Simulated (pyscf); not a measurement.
Structures and frequencies: ωB97X-D3(BJ)/def2-SVP in PySCF.

SMILES: [OH][WH](=[O])([Cl])[Cl]
```xyz
7

O      0.2017    -0.6414     0.9243
W     -0.2310     0.3115    -0.3849
O      0.9878     1.4242    -1.2772
Cl    -1.2462     2.0460     0.7212
Cl    -0.2245    -1.2813    -2.0358
H     -1.8682     0.1030    -0.7403
H      1.9290     1.5727    -1.1214
```
Charge 0, spin multiplicity 1.

Question: How much does it cost (ΔH, 298 K, ωB97M-D3(BJ)/def2-TZVP) to split O=WH(OH)(Cl)–Cl (SMILES [O]=[WH]([OH])([Cl])[Cl]) at its H–W bond into [O=W(OH)(Cl)–Cl]• + H•?

Answer: H–W to [O=W(OH)(Cl)–Cl]• + H•: 51.5 kcal/mol. The 7 functionals that were run give +48.1 (M06-2X) to +55.9 kcal/mol (PBE). The radicals are drawn with the spin at the cut bond; how far it spreads was not checked. Other isomers of [O=W(OH)(Cl)–Cl]• were not searched in full and may lie lower. Open-shell species with a d-block atom are single-reference here; other states, and whether the spin sits on metal or ligand, were not checked. Elements past Kr carry the def2 core potentials, without spin-orbit coupling.
